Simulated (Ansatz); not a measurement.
Task: a ranking of conformers of C3H5FO, SMILES COC=CF, with Ansatz 0.2.0, Python API. Give the script and its output. Level of theory (for the species named): PBE, cc-pVDZ basis, multiplicity 1.

`run_conformers.py`
```python
'''Conformer energies of C3H5FO.'''

from dataclasses import dataclass
import logging
import sys

import ansatz as az
from rdkit import Chem
from rdkit.Chem import AllChem

logging.basicConfig(stream=sys.stdout, format='%(levelname)s:%(name)s:%(message)s')
logger = logging.getLogger('ansatz_job')
logger.setLevel(logging.INFO)


@dataclass(frozen=True)
class Settings:
    basis_set: str = 'cc-pVDZ'
    functional: str = 'PBE'


cfg = Settings()

rd = Chem.AddHs(Chem.MolFromSmiles('COC=CF'))
ids = list(AllChem.EmbedMultipleConfs(rd, numConfs=20, randomSeed=206, pruneRmsThresh=0.4))
field = [energy for _, energy in AllChem.MMFFOptimizeMoleculeConfs(rd)]
distinct = {round(e, 2): i for i, e in zip(ids, field)}
chosen = sorted(distinct.items())[:4]
found = []
for force_field, index in chosen:
    system = az.Crystal.molecule()
    for atom, xyz in zip(rd.GetAtoms(), rd.GetConformer(index).GetPositions()):
        system = system.atom(atom.GetSymbol(), xyz.round(5).tolist())
    calculation = (
        system.calculation()
        .basis(gaussian=cfg.basis_set)  # atom-centred Gaussian functions
        .functional(cfg.functional)
    )
    found.append(calculation.run().report['free_energy_ev'])
logger.info('conformer   MMFF (kcal/mol)   this level (kcal/mol)')
for (force_field, index), e in zip(chosen, found):
    logger.info(f'{index:9d} {force_field - chosen[0][0]:17.2f} {23.060548 * (e - min(found)):17.3f}')
```

```console
$ python run_conformers.py
INFO:ansatz_job:conformer   MMFF (kcal/mol)   this level (kcal/mol)
INFO:ansatz_job:        4              0.00             0.000
INFO:ansatz_job:        2              2.06             1.727
INFO:ansatz_job:        3              4.31             1.517
```

The conformers keep their force-field geometries. It ran for 3.6 s on 1 thread of Intel(R) Xeon(R) 6975P-C (Granite Rapids) (shared host), peak memory 0.25 GiB.
